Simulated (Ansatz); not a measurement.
CH6AlN, singlet: at the end structure of a reaction step.

The input file, in.yaml:

```yaml
crystal:
  periodic: [false, false, false]
  atoms:
    - {symbol: Al, position_ang: [-1.173499, -0.238325, -1.150916]}
    - {symbol: C, position_ang: [0.722240, 0.563553, 1.237323]}
    - {symbol: N, position_ang: [-0.514026, -1.370688, -2.110216]}
    - {symbol: H, position_ang: [0.937711, -0.181317, 0.464891]}
    - {symbol: H, position_ang: [-2.136603, 0.809509, -0.512247]}
    - {symbol: H, position_ang: [1.576989, 0.607066, 1.912395]}
    - {symbol: H, position_ang: [0.574097, 1.546251, 0.788061]}
    - {symbol: H, position_ang: [-0.164567, 0.278714, 1.804635]}
    - {symbol: H, position_ang: [0.177559, -2.014965, -2.433928]}
basis:
  gaussian: {orbitals: def2-SVP}
hamiltonian: {xc: pbe, dispersion: d4}
```

Command:

```bash
ansatz run in.yaml --threads 2 --pin off --events-out ev --progress --plain --max-ram 4352MiB
```

Output of Ansatz 0.2.0:

```
Functional definition: PBE
  name "PBE"
  cite "Perdew, Burke & Ernzerhof, Phys. Rev. Lett. 77, 3865 (1996) doi:10.1103/PhysRevLett.77.3865"
  parent pbe
  parameter kappa = 0.804
  parameter beta = 0.06672455060314922
  exchange = pbe_x(kappa = kappa, mu = beta*pi^2/3)
  correlation = pbe_c(beta = beta)
871 factors; their error is unknown
mean field evaluation 1: about -9188.0010 eV, gradient 9.3e1 eV
mean field evaluation 2: about -9061.9108 eV, gradient 1.7e2 eV
mean field evaluation 4: about -9207.6857 eV, gradient 2.2e1 eV
mean field evaluation 8: about -9208.8152 eV, gradient 6.3e-1 eV
mean field evaluation 16: about -9208.7792 eV, gradient 1.4e-5 eV
mean field -9208.77922610 eV, -338.4163946243 hartree, gradient 1.4e-5 eV, S^2 0.000000; 0 other end points of the search recorded, 0 dependent functions left out
reference -9208.77926613 eV, -338.4163960956 hartree; 16, 16 occupied and 60, 60 virtual orbitals, 871 factors
Total energy: -9208.90280293 eV, -338.4209359892 hartree
```

The run took about 0.6 s on 2 CPU threads of an Arm Neoverse V2 (shared host).
